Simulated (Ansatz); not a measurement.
# H5NO: the cost of one run

Computed with Ansatz 0.2.0 (the levels named in each step, unless a step's input says otherwise).

**1. The system as given**

Bond lengths: N1–H3 1.016 Å, N1–H4 1.013 Å, N1–H5 1.013 Å, O2–H6 0.960 Å, O2–H7 0.960 Å. Angles: H3–N1–H4 107.2°, H3–N1–H5 107.1°, H4–N1–H5 107.1°, H6–O2–H7 106.8°.

Structure file:

```xyz
7

N     1.2859   -0.1464    0.9143
O    -1.2125    0.1368   -0.8586
H     0.4766   -0.3596    0.3385
H     2.0831   -0.6088    0.4936
H     1.1320   -0.5805    1.8169
H    -0.7442    0.6613   -1.5120
H    -1.5697    0.7516   -0.2137
```

**2. A rough first relaxation, PBE-D4/def2-SVP**

input.yaml

```yaml
crystal:
  periodic: [false, false, false]
  atoms:
    - { symbol: "N", position_ang: [1.28587, -0.14643, 0.91435] }
    - { symbol: O, position_ang: [-1.21251, 0.13676, -0.85864] }
    - { symbol: H, position_ang: [0.47656, -0.3596, 0.33849] }
    - { symbol: H, position_ang: [2.08306, -0.60879, 0.49359] }
    - { symbol: H, position_ang: [1.13199, -0.58049, 1.81688] }
    - { symbol: H, position_ang: [-0.74417, 0.66128, -1.51201] }
    - { symbol: H, position_ang: [-1.56975, 0.75157, -0.21365] }
basis:
  gaussian: { orbitals: def2-SVP }
hamiltonian:
  xc: pbe
  dispersion: d4
relax:
  f_tol: 0.03
  max_steps: 200
```

The run is started by

```sh
> ansatz run input.yaml --threads 2 --pin off --max-ram 5120MiB --backend cpu --events-out ev --progress --plain --runs-dir out
```

Q: Estimate wall time and peak memory on 2 threads of Intel Xeon Platinum 8488C (Sapphire Rapids), shared host.

About 8.6 s, with a peak of 0.12 GiB.
